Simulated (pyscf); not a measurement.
Single points on ωB97X-D3(BJ)/def2-SVP structures (PySCF, gas phase).

Question: F–SiH₂–F + H₂ → F–SiH₃ + HF
Surface: singlet. Broken: F–Si, H–H. Formed: H–Si, F–H. Give ΔE‡ and ΔE from ωB97M-D3(BJ)/def2-TZVP, relative to the separated reactants.

Answer: ΔE‡ = 2.62 eV, ΔE = +1.40 eV. Zero-point energy shifts the barrier by +0.11 eV. It is a four-centre exchange, with an imaginary mode of 902i cm⁻¹. On the product side the descent ends in a complex (not fully relaxed), 0.18 eV under the separated species and 1.45 eV under the saddle at ωB97X-D3(BJ)/def2-TZVP. This is the saddle that the search found; another between the same sides may lie lower.
